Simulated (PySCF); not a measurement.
## NaO⁻: from constants to spectrum

UHF-CCSD(T) constants of NaO⁻, ³Π (triplet), unpaired electrons σ ↑, π ↑ (basis Na def2-SVPD, O def2-SVPD; no relativity; PySCF 2.14; masses 22.9898 and 15.9949 u):

```
ωe              : 377.1 cm⁻¹
ωexe            : 3.53 cm⁻¹
Be              : 0.37295 cm⁻¹
αe              : 0.00502 cm⁻¹
D (centrifugal) : 1.46e-06 cm⁻¹
```

Give the vibrational terms G(v) and spacings up to v = 6.

G(v) = ωe(v+½) − ωexe(v+½)².

| v | G(v) (cm⁻¹) | G(v) − G(v−1) | Bv (cm⁻¹) |
| --- | --- | --- | --- |
| 0 | 187.7 |  | 0.3704 |
| 1 | 557.7 | 370.0 | 0.3654 |
| 2 | 920.7 | 363.0 | 0.3604 |
| 3 | 1276.6 | 355.9 | 0.3554 |
| 4 | 1625.5 | 348.9 | 0.3504 |
| 5 | 1967.3 | 341.8 | 0.3453 |
| 6 | 2302.0 | 334.7 | 0.3403 |

Correlated steps freeze 2 core orbitals. The state was picked by a PBE0 search and need not be the measured ground state.
